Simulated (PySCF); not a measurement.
# PH (SMILES [PH]) at 6 levels

Aim: a comparison of 6 runs (U-wB97X-V/def2-SVP, UM06-2X/def2-SVP, UPBE/def2-SVP, UMP2/def2-SVP, UCCSDT/def2-SVP, FCI/def2-SVP) of PH. The job is set up through a Python script.

Program for the calculation: PySCF 2.14.0.

4 further runs of the same task are left out: 4 set aside as unsound or not needed.

## (1) Starting point

PH has 2 atoms, charge 0, and is taken as a triplet. SMILES: `[PH]`. The P1–H2 distance was set to 2.142 Å, away from the relaxed value.

## (2) The energy at U-wB97X-V/def2-SVP (run 1)

input.xyz

```xyz
2
HP
P      0.000000     0.000000    -0.728720
H      0.000000     0.000000     1.413680
```

input.py

```python
from pyscf import gto, dft

mol = gto.M(
    atom='input.xyz',
    verbose=3,
    basis='def2-svp',
    max_memory=1860,
    spin=2,
)

ks = dft.UKS(mol, xc='wb97x-v')
ks.nlcgrids.level = 1
ks.grids.level = 5
ks.conv_tol = 1e-10
ks.kernel()
if not ks.converged:
    ks = ks.newton().run(ks.mo_coeff, ks.mo_occ)

e_tot = ks.e_tot
print(f'total energy: {e_tot:.8f} hartree')
```

Command:

```sh
OMP_NUM_THREADS=1 python input.py
```

Log:

```text
WARN: HOMO -0.188794231469526 >= LUMO -0.188794231469529

converged SCF energy = -341.632839051877  <S^2> = 2.1156895  2S+1 = 3.0761596
total energy: -341.63283905 hartree
```

It took 6 s on 1 thread of Arm Neoverse V2, shared host; peak memory 0.19 GiB.

## (3) A single-point energy at UM06-2X/def2-SVP (run 2)

job.py

```python
from pyscf import gto, dft

system = gto.Mole()
system.atom = '''
P      0.000000     0.000000    -0.728720
H      0.000000     0.000000     1.413680
'''
system.spin = 2
system.max_memory = 1860
system.verbose = 3
system.basis = 'def2-svp'
system.build()

myscf = dft.UKS(system, xc='m06-2x')
myscf.conv_tol = 1e-10
myscf.grids.level = 5
myscf.kernel()
if not myscf.converged:
    myscf = myscf.newton().run(myscf.mo_coeff, myscf.mo_occ)

e_tot = myscf.e_tot
print('Final energy', e_tot)
```

Command:

```sh
OMP_NUM_THREADS=1 python job.py
```

Log:

```text
WARN: HOMO -0.186594176707405 >= LUMO -0.18659417670741

converged SCF energy = -341.674984254488  <S^2> = 2.1541882  2S+1 = 3.101089
Final energy -341.67498425448827
```

It took 3.6 s on 1 thread of Arm Neoverse V2, shared host; peak memory 0.2 GiB.

Runs 3 to 4 aren't shown in full; the table further down has their settings and results.

## (4) The energy at UCCSDT/def2-SVP (run 5)

job.py

```python
from pyscf import gto, scf, cc

molecule = gto.Mole()
molecule.atom = '''
P      0.000000     0.000000    -1.377081
H      0.000000     0.000000     2.671468
'''
molecule.verbose = 3
molecule.spin = 2
molecule.basis = 'def2-svp'
molecule.max_memory = 1860
molecule.unit = 'bohr'
molecule.build()

hf = scf.UHF(molecule)
hf.conv_tol = 1e-10
hf.kernel()
if not hf.converged:
    hf = hf.newton().run(hf.mo_coeff, hf.mo_occ)

mycc = cc.CCSDT(hf, frozen=5)
mycc.kernel()
e_tot = mycc.e_tot
print('E = %.10f Eh' % e_tot)
```

Command:

```sh
OMP_NUM_THREADS=1 python job.py
```

Log:

```text
WARN: HOMO -0.155682440890086 >= LUMO -0.155682440890091

converged SCF energy = -341.08976270737  <S^2> = 2.0650611  2S+1 = 3.043065
_make_eris_incore_UCCSDT

WARN: A large `blksize_v_aaa` is being used, which may cause large memory consumption
      for storing contraction intermediates. If memory is sufficient, consider using
      `pyscf.cc.uccsdt_highm.UCCSDT` instead.

WARN: A large `blksize_v_aab` is being used, which may cause large memory consumption
      for storing contraction intermediates. If memory is sufficient, consider using
      `pyscf.cc.uccsdt_highm.UCCSDT` instead.

UCCSDT converged
E(UCCSDT) = -341.2175715778643   E_corr = -0.127808870494375
E_corr(same-spin) = -0.0169363444752347
E_corr(oppo-spin) = -0.11087252601914
E = -341.2175715779 Eh
```

Wall time 2 s (1 thread of Arm Neoverse V2, shared host); peak memory 0.12 GiB.

## (5) The energy at FCI/def2-SVP (run 6)

run.py

```python
from pyscf import gto, scf, mcscf

mol = gto.M(
    atom='''
P      0.000000     0.000000    -1.377081
H      0.000000     0.000000     2.671468
''',
    verbose=4,
    basis='def2-svp',
    spin=2,
    max_memory=1860,
    unit='bohr',
)

hf = scf.ROHF(mol)
hf.conv_tol = 1e-10
hf.kernel()
if not hf.converged:
    hf = hf.newton().run(hf.mo_coeff, hf.mo_occ)

cas = mcscf.CASCI(hf, hf.mo_coeff.shape[-1] - 5, (mol.nelec[0] - 5, mol.nelec[1] - 5))  # full CI above the frozen core
cas.fix_spin_(ss=2.0)
cas.kernel()
etot = cas.e_tot
print('E(%s) = %.9f' % ('FCI', etot))
```

Command:

```sh
OMP_NUM_THREADS=1 python run.py
```

Log:

```text
PySCF version 2.14.0

[INPUT] num. atoms = 2
[INPUT] num. electrons = 16
[INPUT] charge = 0
[INPUT] spin (= nelec alpha-beta = 2S) = 2
[INPUT] symmetry False subgroup None
[INPUT] Mole.unit = bohr
[INPUT] Symbol           X                Y                Z      unit          X                Y                Z       unit  Magmom
[INPUT]  1 P      0.000000000000   0.000000000000  -0.728719882791 AA    0.000000000000   0.000000000000  -1.377081000000 Bohr   0.0
[INPUT]  2 H      0.000000000000   0.000000000000   1.413679985302 AA    0.000000000000   0.000000000000   2.671468000000 Bohr   0.0

nuclear repulsion = 3.70503111114624
number of shells = 11
number of NR pGTOs = 43
number of NR cGTOs = 23
basis = def2-svp
ecp = {}

******** <class 'pyscf.scf.rohf.ROHF'> ********
method = ROHF
initial guess = minao
damping factor = 0
level_shift factor = 0
DIIS = <class 'pyscf.scf.diis.CDIIS'>
diis_start_cycle = 1
diis_space = 8
diis_damp = 0
SCF conv_tol = 1e-10
SCF conv_tol_grad = None
SCF max_cycles = 50
direct_scf = True
direct_scf_tol = 1e-13
num. doubly occ = 7  num. singly occ = 2
Set gradient conv threshold to 1e-05
init E= -340.597926216207
  HOMO = -0.155682440890087  LUMO = -0.0190037743755547  gap/eV = 3.71922
cycle= 1 E= -341.076577957795  delta_E= -0.479  |g|= 0.108  |ddm|= 0.948
  HOMO = -0.190537398653617  LUMO = 0.0310499562904198  gap/eV = 6.02970
cycle= 2 E= -341.085333812758  delta_E= -0.00876  |g|= 0.0338  |ddm|= 0.218
  HOMO = -0.165452465757805  LUMO = 0.0462331370024145  gap/eV = 5.76026
cycle= 3 E= -341.0860027943  delta_E= -0.000669  |g|= 0.00963  |ddm|= 0.0407
  HOMO = -0.169187285321142  LUMO = 0.0492804708288994  gap/eV = 5.94481
cycle= 4 E= -341.086087731245  delta_E= -8.49e-05  |g|= 0.00125  |ddm|= 0.0195
  HOMO = -0.169456544669553  LUMO = 0.0489603865867823  gap/eV = 5.94343
cycle= 5 E= -341.08608878285  delta_E= -1.05e-06  |g|= 0.000241  |ddm|= 0.00219
  HOMO = -0.169555523185242  LUMO = 0.0489511206002573  gap/eV = 5.94587
cycle= 6 E= -341.086088813102  delta_E= -3.03e-08  |g|= 4.05e-05  |ddm|= 0.000544
  HOMO = -0.169558964439699  LUMO = 0.048959034730625  gap/eV = 5.94618
cycle= 7 E= -341.086088814356  delta_E= -1.25e-09  |g|= 3.63e-06  |ddm|= 0.000147
  HOMO = -0.169559277120601  LUMO = 0.0489595099024664  gap/eV = 5.94620
cycle= 8 E= -341.086088814367  delta_E= -1.13e-11  |g|= 5.11e-07  |ddm|= 1.14e-05
  HOMO = -0.169559216080282  LUMO = 0.0489595491649142  gap/eV = 5.94620
Extra cycle  E= -341.086088814367  delta_E= -3.41e-13  |g|= 1.7e-07  |ddm|= 7.1e-07
converged SCF energy = -341.086088814367

******** <class 'pyscf.mcscf.casci.CASCI'> ********
CAS (4e+2e, 18o), ncore = 5, nvir = 0
natorb = False
canonicalization = True
sorting_mo_energy = False
******** <class 'pyscf.fci.addons.SpinPenaltyFCISolver'> ********
max. cycles = 200
conv_tol = 1e-08
davidson only = True
linear dependence = 1e-12
level shift = 0.001
max iter space = 12
nroots = 1
pspace_size = 400
spin = None
Density matrix diagonal elements [1.94891029e+00 1.79293781e+00 9.92279630e-01 9.92279630e-01
 1.86692044e-01 6.70650216e-03 1.11191587e-02 4.82268416e-03
 4.82268416e-03 1.18460567e-02 9.08814973e-03 9.08814973e-03
 1.04745851e-02 1.04745962e-02 7.05444240e-03 4.47528129e-04
 4.47528129e-04 5.08535436e-04]
CASCI converged
CASCI E = -341.217756568733  E(CI) = -8.19519752545665  S^2 = 2.0000000
E(FCI) = -341.217756569
```

It took 41 s on 1 thread of Arm Neoverse V2, shared host; peak memory 0.22 GiB.

## (6) The series

```csv
run,level,nlc grid,integration grid,energy (Eh),dipole moment (D) of the reference,HOMO energy (eV),LUMO energy (eV),wall time
1,U-wB97X-V/def2-SVP,1,5,-341.632839,0.49,-9.80,-0.80,6 s
2,UM06-2X/def2-SVP,–,5,-341.674984,0.48,-8.46,-2.22,3.6 s
3,UPBE/def2-SVP,–,5,-341.540909,0.46,-6.21,-3.84,1.7 s
4,UMP2/def2-SVP,–,–,-341.173027,0.88,-9.91,0.98,0.58 s
5,UCCSDT/def2-SVP,–,–,-341.217572,0.88,-9.91,0.98,2 s
6,FCI/def2-SVP,–,–,-341.217757,0.88,–,–,41 s
```

## (7) Results

| quantity | value |
| --- | --- |
| run 6: total energy | -341.21776 Eh |
| run 6: dipole moment (Hartree–Fock density) | 0.88 D |
| run 6: correlation energy (5 core orbitals frozen) | -131.7 mEh |

What this shows: Against full CI in this basis: UMP2 +44.7 mEh; UCCSDT +0.2 mEh. Over runs 1, 2, 3 the dipole moment (its size) runs from 0.46 D (UPBE/def2-SVP) to 0.49 D (U-wB97X-V/def2-SVP). Totals of different functionals can't be ranked against each other. Spin contamination of the reference: run 2 ⟨S²⟩ = 2.15, run 1 ⟨S²⟩ = 2.12. All runs together took 55 s, the longest 41 s.
